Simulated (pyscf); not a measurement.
# Four-centre exchange: H₂Si=AsH (SMILES [SiH2]=[AsH]) + H₂ (SMILES [H][H]) -> H₂Si=AsH (SMILES [SiH2]=[AsH]) + H₂ (SMILES [H][H])

Gas phase, singlet surface, charge 0. Bonds broken: Si2–H4, H6–H7. Bonds formed: Si2–H6, H4–H7. Single points on ωB97X-D3(BJ)/def2-SVP structures (PySCF, gas phase).

Transition state (Å):

```xyz
7

As    -0.0522     1.7682     0.5235
Si    -0.2628    -0.2363    -0.3621
H      1.0687     1.1144     1.3354
H     -1.7727    -0.5621    -0.9027
H      0.3783    -1.0881    -1.4039
H     -0.6821    -1.5106     0.5500
H     -1.5228    -1.2643    -0.1511
```

One imaginary mode, 1461i cm⁻¹; descent along it reached the two sides named.

```
bond    change  reactant side (Å)  saddle  product side
------  ------  -----------------  ------  ------------
Si2–H4  breaks              1.487   1.636           3.2
H6–H7   breaks              0.760   1.122           3.0
Si2–H6   forms                3.2   1.622         1.487
H4–H7    forms                3.2   1.058         0.760
```

Electronic energies relative to the separated reactants (kJ/mol):

| level | barrier | reaction energy | reverse barrier |
|---|---|---|---|
| ωB97X-D3(BJ)/def2-TZVP | 179.2 | 0.0 | 179.2 |
| PBE/def2-TZVP | 152.2 | 0.0 | 152.2 |
| r²SCAN/def2-TZVP | 158.9 | 0.0 | 158.9 |
| B3LYP-D3(BJ)/def2-TZVP | 180.2 | 0.0 | 180.2 |
| PBE0-D3(BJ)/def2-TZVP | 156.5 | 0.0 | 156.5 |
| M06-2X/def2-TZVP | 178.0 | 0.0 | 178.0 |
| ωB97M-D3(BJ)/def2-TZVP | 171.2 | 0.0 | 171.2 |
| HF/def2-TZVP | 233.8 | 0.0 | 233.8 |

With ωB97M-D3(BJ)/def2-TZVP energies and thermal terms (ideal gas, 1 atm, RRHO with modes under 100 cm⁻¹ raised to 100, one conformer, R ln 2 for chiral ones without a mode under 150 cm⁻¹), in kJ/mol:

| T (K) | ΔH‡ | ΔG‡ | ΔH | ΔG |
|---|---|---|---|---|
| 298 | 175.4 | 208.0 | 0.0 | 0.0 |
| 600 | 171.0 | 243.1 | 0.0 | 0.0 |
| 900 | 169.7 | 279.5 | 0.0 | 0.0 |
| 1200 | 170.2 | 316.1 | 0.0 | 0.0 |

At the saddle there is also a short H–Si contact that neither side keeps. The same reactants have a lower exit, to H₃Si–AsH₂ (barrier +115.2 kJ/mol at ωB97M-D3(BJ)/def2-TZVP, against +171.2 kJ/mol here). One saddle was located; it need not be the lowest between these sides. Elements up to Kr have no core potential and no relativistic terms here.
